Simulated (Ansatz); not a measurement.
# Si2H2+ (doublet): the correlation ladder, def2-TZVPP

One table from this session's results is given with a row withheld; the runs are named, their logs left out.

Computed with Ansatz 0.2.0, Gaussian basis. Level: def2-TZVPP, core rule «outside noble gas», up to 10 orbitals frozen.

To be run: UHF; ROHF; CCSD(T) on UHF.

2 further runs of the same task are left out: 2 set aside as unsound or not needed.

## The geometry

The geometry is a PBE0/def2-TZVP stationary point (not a proven minimum) of the parent state, kept for this charge and spin.

4 atoms, charge 1, spin multiplicity 2.

Atoms are counted from 1 here; the program's logs count them from 0.

Bond lengths: Si1–Si2 2.273 Å, Si1–H3 1.514 Å, Si2–H4 1.514 Å. Angles: Si2–Si1–H3 104.6°, Si1–Si2–H4 104.6°.

Set-up of the first run:

Input file in.yaml:

```yaml
crystal:
  periodic: [false, false, false]
  atoms:
    - {symbol: Si, position_ang: [0.000000, -0.135595, 1.128508]}
    - {symbol: Si, position_ang: [0.000000, 0.135595, -1.128508]}
    - {symbol: H, position_ang: [0.000000, 1.273421, 1.682307]}
    - {symbol: H, position_ang: [0.000000, -1.273421, -1.682307]}
basis:
  gaussian: {orbitals: def2-TZVPP}
total_charge: 1
magnetization: {spin_polarized: true, initial_magnetization: 1}
hamiltonian: {xc: hf}
output: {orbitals: {seedname: orbitals}}
```

Run with:

```console
ansatz run in.yaml --threads 1 --pin off --events-out ev --progress --plain --max-ram 4096MiB --backend cpu
```

Steps of the session up to this table: UHF; ROHF; CCSD(T) on UHF.

One of the session's tables, all rows but one given; the rest of the session is left out.

```
  method  from UCCSD(T) (meV)
    ROHF              +6532.6
     UHF              +5846.8
    UMP2              +1616.4
   UCCSD                    ?
UCCSD(T)                    0
```

Q: Estimate the row for UCCSD from the others.

**Answer.** from UCCSD(T) (meV): +343.1. In the column «from UCCSD(T) (meV)» it lies between UCCSD(T) (0) and UMP2 (+1616.4).

Caveats from the session: The determinant is far from a pure spin state, so its energy mixes those of several spin states (harmless only where they are near-degenerate, as at dissociation).
